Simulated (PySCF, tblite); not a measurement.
A complex of carbon dioxide and fluoride

A gas-phase complex of carbon dioxide and fluoride; charge -1, singlet. The structure comes from a short search (6 tight-binding starts) and was relaxed by PBE0-D3(BJ)/def2-TZVPD; another way of binding may lie lower. No frequency run checks that it is a minimum.

| part | name | SMILES | atoms | charge | multiplicity |
| --- | --- | --- | --- | --- | --- |
| 1 | carbon dioxide | O=C=O | 1–3 | 0 | 1 |
| 2 | fluoride | [F-] | 4 | -1 | 1 |

```xyz
4

O    -0.935    0.171    1.303
C     0.124    0.190    0.699
O     1.309    0.154    0.986
F    -0.080    0.281   -0.749
```
Atom numbers follow the order of the file, from 1.

```
contact  kind (by geometry)  distance (Å)  angle (°)
C2···F4        partial bond         1.465          -
```

Deforming the relaxed parts to their shape here costs 39.4 kcal/mol, which the interaction energies leave out.

Interaction energies are complex less parts, with the parts frozen as they stand in it; counterpoise-corrected, in kcal/mol (PySCF). The CCSD(T) estimate is Hartree-Fock/aug-cc-pVQZ, plus the MP2 correlation part extrapolated as X⁻³ from aug-cc-pVTZ and aug-cc-pVQZ, plus CCSD(T) less MP2 in aug-cc-pVDZ; noble-gas cores are frozen. It isn't the exact limit.

```tsv
level	interaction	superposition error removed
Hartree-Fock/aug-cc-pVQZ	-85.01	-
wB97M-D3(BJ)/def2-TZVPD	-71.57	-0.12
PBE0-D3(BJ)/def2-TZVPD	-75.36	-0.15
MP2/aug-cc-pVQZ	-63.97	-1.17
```

Task: What does CCSD(T) at its estimated basis limit give, and which of these levels comes nearest?

Result: -68.38 kcal/mol. wB97M-D3(BJ)/def2-TZVPD is nearest, off by -3.19; the errors are Hartree-Fock/aug-cc-pVQZ -16.63, wB97M-D3(BJ)/def2-TZVPD -3.19, PBE0-D3(BJ)/def2-TZVPD -6.98, MP2/aug-cc-pVQZ +4.41.

Task: What holds them together? Decompose the wB97M-D3(BJ)/def2-TZVPD energy: frozen parts, their antisymmetrised product, then relaxation.

Result: electrostatic -167.6, Pauli repulsion +263.8, orbital relaxation -167.2, dispersion correction -0.6 kcal/mol, which sum to the value before the counterpoise correction; the Pauli term holds the exchange-correlation of the frozen density too. Of the attraction, 50 % is electrostatic, 50 % is orbital relaxation, 0 % is dispersion correction.

The parts were also relaxed and run alone, at the levels used for the complex: shieldings by PBE0/aug-pcSseg-2; core levels by delta-SCF with SCAN, aug-pcX-2 on the ionised atom and aug-pcseg-1 elsewhere, spin-free X2C.

Values alone: shielding of C2 (ppm): 52.0; shielding of F4 (ppm): 479.9; O1 1s core level (eV): 541.25; C2 1s core level (eV): 297.56; F4 1s core level (eV): 680.05.

Task: What does binding change?

Result: 
| property | alone | in the complex | change |
| --- | --- | --- | --- |
| shielding of C2 (ppm) | 52.0 | 30.2 | -21.7 |
| shielding of F4 (ppm) | 479.9 | 168.6 | -311.2 |
| O1 1s core level (eV) | 541.25 | 531.89 | -9.36 |
| C2 1s core level (eV) | 297.56 | 290.03 | -7.53 |
| F4 1s core level (eV) | 680.05 | 685.85 | +5.81 |

The 5 runs behind this took 2.3 min in all, one thread each of Intel Xeon Platinum 8375C on a shared host, launched as `OMP_NUM_THREADS=1 python cluster_run.py task.json out`.
